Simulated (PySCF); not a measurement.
Compound: (Z)-pent-2-en-4-ynenitrile, C₅H₃N.
Cartesian coordinates in Å at the PBE0-D3(BJ)/def2-SVP level; atoms count from 1:
```xyz
9
C5H3N angstrom
C      2.274    0.029    0.099
C      1.141   -0.379   -0.054
C     -0.175   -0.869   -0.237
C     -1.303   -0.155   -0.028
C     -1.309    1.198    0.411
N     -1.345    2.301    0.770
H      3.273    0.400    0.237
H     -0.277   -1.906   -0.574
H     -2.278   -0.619   -0.197
```

The calculation used PySCF 2.14.0, PBE0-D3(BJ)/def2-SVP geometry optimisation, gas phase.

Take the most abundant isotopes and a rigid rotor. 

Give the principal moments of inertia and the rotational constants in cm⁻¹.

Ia = 69.53, Ib = 195.48, Ic = 265.01 u·Å²; 505379 MHz·u·Å²/I gives 7269, 2585 and 1907 MHz, that is A = 0.24246, B = 0.08624, C = 0.06361 cm⁻¹.

What kind of rotor is it?

An asymmetric top: κ = (2 × 2585 − 7269 − 1907)/(7269 − 1907) = -0.75.

What does the inertial defect say?

Planar: Δ = Ic − Ia − Ib = 0.00 u·Å². For a rigid frame Δ = −2 Σ m c², so it vanishes when all atoms lie in the ab plane; here none is more than 0.01 Å from it.

Which types of transition are allowed, and where do some lines up to J = 3 fall?

The dipole components are |μa| = 2.58 D, |μb| = 2.57 D, |μc| = 0.00 D; the mirror of this Cs structure is the ab plane, so μc vanishes by symmetry and there are no c-type lines. Intensities carry the squares of the components, which stand as 1.00 : 0.99 (a : b). Some lines, for components of 0.1 D or more:

```json
{"type": "a", "branch": "Q", "J(Ka,Kc)": "3(2,1) ← 3(2,2)", "MHz": "338", "lower level (cm⁻¹)": "1.569"}
{"type": "a", "branch": "Q", "J(Ka,Kc)": "3(1,2) ← 3(1,3)", "MHz": "4065", "lower level (cm⁻¹)": "0.997"}
{"type": "b", "branch": "Q", "J(Ka,Kc)": "1(1,0) ← 1(0,1)", "MHz": "5362", "lower level (cm⁻¹)": "0.150"}
{"type": "b", "branch": "Q", "J(Ka,Kc)": "2(1,1) ← 2(0,2)", "MHz": "6109", "lower level (cm⁻¹)": "0.447"}
{"type": "a", "branch": "R", "J(Ka,Kc)": "2(0,2) ← 1(0,1)", "MHz": "8916", "lower level (cm⁻¹)": "0.150"}
{"type": "b", "branch": "R", "J(Ka,Kc)": "3(0,3) ← 2(1,2)", "MHz": "9134", "lower level (cm⁻¹)": "0.583"}
{"type": "b", "branch": "R", "J(Ka,Kc)": "2(1,2) ← 1(0,1)", "MHz": "12990", "lower level (cm⁻¹)": "0.150"}
{"type": "a", "branch": "R", "J(Ka,Kc)": "3(2,2) ← 2(2,1)", "MHz": "13477", "lower level (cm⁻¹)": "1.120"}
{"type": "b", "branch": "Q", "J(Ka,Kc)": "2(2,1) ← 2(1,2)", "MHz": "16086", "lower level (cm⁻¹)": "0.583"}
{"type": "b", "branch": "R", "J(Ka,Kc)": "2(2,1) ← 1(1,0)", "MHz": "23714", "lower level (cm⁻¹)": "0.329"}
{"type": "b", "branch": "R", "J(Ka,Kc)": "3(2,2) ← 2(1,1)", "MHz": "27528", "lower level (cm⁻¹)": "0.651"}
{"type": "b", "branch": "R", "J(Ka,Kc)": "3(3,1) ← 2(2,0)", "MHz": "38563", "lower level (cm⁻¹)": "1.122"}
```

Estimate the classical rotational partition function at 10 K, 25 K and 500 K.

Point group Cs, symmetry number σ = 1; q = (√π/σ)·√((kT/h)³/(ABC)), k/h = 20836.6 MHz/K: 891 at 10 K, 3520 at 25 K, 315000 at 500 K.

PBE0-D3(BJ)/def2-SVP frequencies: not computed here. These are rigid-rotor constants of the computed structure; measured ground-state constants (B0) also hold zero-point vibration. Quadrupole hyperfine structure (14N) is left out.
